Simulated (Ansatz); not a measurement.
A made-up structure of C2HO (charge -1), singlet:

```
atom    x (Å)    y (Å)    z (Å)
  C1  -1.2170   0.9954  -0.7901
  C2  -0.4069   0.2704  -0.2459
  O3   0.3225  -0.5914   0.3054
  H4   1.2095  -0.6665   0.6907
```

It is relaxed with PBE-D4/def2-SVPD and then PBE0-D4/def2-TZVPD (Ansatz 0.2.0). Atoms count as bonded within 1.22 times the sum of their covalent radii (H–H: 0.88 Å). The end point is not checked to be a true minimum.

Task: Does its bonding change? (A judgement: the text doesn't fix the answer.)

Result: Computed: No: no bond forms or breaks.

Where it ends: The first stage lowers the energy by 0.79 eV in 8 steps. It ends as C₂HO ([C][C][OH]), total charge -1:
| atom | x (Å) | y (Å) | z (Å) |
| --- | --- | --- | --- |
| C1 | -1.1079 | 1.0666 | -0.7663 |
| C2 | -0.4251 | 0.1841 | -0.2281 |
| O3 | 0.2948 | -0.8091 | 0.3578 |
| H4 | 1.1464 | -0.4338 | 0.5966 |

Labels in which every atom is bracketed show which atoms are joined, not bond orders.

For scale, one of the runs: PBE0-D4/def2-TZVPD relaxation, 123 basis functions, launched by `ansatz run in.yaml --threads 2 --pin off --events-out ev --progress --plain --max-ram 4352MiB`. Hardware: 2 CPU threads of an Arm Neoverse V2, shared host. Wall time about 8.5 s.
